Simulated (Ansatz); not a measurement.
Results of PBE-D3(BJ) (Ansatz, a first-principles code, PAW) for chalcopyrite CuGaSe₂.

Numerical settings: plane-wave cutoff 520 eV, 8×8×8 k mesh, Fermi–Dirac smearing 0.01 eV, no spin polarisation, scalar-relativistic PAW data made under PBE.

Cell (relaxed at this level):

Space group I-42d (No. 122); a = b = 5.595 Å, c = 11.105 Å, α = β = γ = 90.00°

| atom | site | symmetry | x | y | z |
|---|---|---|---|---|---|
| Ga | 4b | -4.. | 0.0000 | 0.0000 | 0.5000 |
| Cu | 4a | -4.. | 0.0000 | 0.0000 | 0.0000 |
| Se | 8d | .2. | 0.2432 | 0.2500 | 0.1250 |
(The calculation used a cell of 8 atoms; values per cell refer to that cell.)

Task: What does this level give for the bulk modulus, band gap and pressure derivative B′ of the bulk modulus?

Result: 
- bulk modulus = 68.2 GPa
- band gap = 0.16 eV (direct)
- pressure derivative B′ of the bulk modulus = 4.9

Measured, for comparison: band gap 1.67 eV (temperature not stated, no zero-point or thermal correction, direct or pseudo-direct at Γ; as tabulated in Ghosh et al. (2024), arXiv:2401.16805).

Note: the bulk modulus comes from volumes at which shape and atoms were relaxed.

Spin–orbit coupling is not included.

Computed values are for the static lattice.

The result took around 40 core-minutes (rough).
